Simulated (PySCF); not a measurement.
# AlC: a composite coupled-cluster curve

An exercise on one series of results from a longer session: the logs are not shown, and one member is left open.

Program: PySCF 2.14.0. Level of theory: CCSD(T) on ROHF, no relativity in the base curves; scalar relativity is added as a correction. These are calculated values, not measurements.

The first run:

```yaml
molecule: AlC
state: quartet, unpaired electrons σ ↑, π ↑↑
smaller_basis: Al cc-pV(T+d)Z, C cc-pVTZ
larger_basis: Al cc-pV(Q+d)Z, C cc-pVQZ
frozen_core_orbitals: 6
extrapolation: correlation as n⁻³ (n = 3, 4), Hartree–Fock as (n+1)·exp(−9√n)
corrections: core–valence correlation, scalar relativity
distances_Å: 1.7395, 1.8185, 1.8976, 1.9767, 2.0557, 2.1546, 2.2534
masses_u: 26.9815, 12.0000
dissociation_limit: Al + C
```

Started as:

```bash
$ OMP_NUM_THREADS=4 python comp.py task.json out
```

One of the session's tables, all rows but one given; the rest of the session is left out.

Parts of the energy along the bond, in eV from Al + C:

| R (Å) | HF/CBS | CCSD corr. | (T) | core–valence | relativity |
| --- | --- | --- | --- | --- | --- |
| 1.7395 | -2.331 | -0.498 | -0.1130 | -0.0453 | 0.0027 |
| 1.8185 | ? | ? | ? | ? | ? |
| 1.8976 | -2.781 | -0.484 | -0.1154 | -0.0233 | 0.0043 |
| 1.9767 | -2.815 | -0.480 | -0.1166 | -0.0163 | 0.0044 |
| 2.0557 | -2.770 | -0.477 | -0.1179 | -0.0112 | 0.0043 |
| 2.1546 | -2.639 | -0.474 | -0.1198 | -0.0068 | 0.0040 |
| 2.2534 | -2.457 | -0.472 | -0.1218 | -0.0039 | 0.0035 |

Q: Estimate the row for R (Å) = 1.8185 from the others.

Worked estimate for «HF/CBS». A straight line through the neighbours (1.7395, -2.331) and (1.8976, -2.781) gives -2.331 + (-2.781 + 2.331) × (1.8185 − 1.7395) / (1.8976 − 1.7395) = -2.556; a parabola fitted to 3 rows on both sides gives -2.620.

**Answer.** HF/CBS: -2.635; CCSD corr.: -0.490; (T): -0.1142; core–valence: -0.0328; relativity: 0.0037. In «HF/CBS» the line misses by +0.079 and the parabola by +0.015.

Limits of these values: Spin–orbit coupling and excitations beyond (T) are left out.
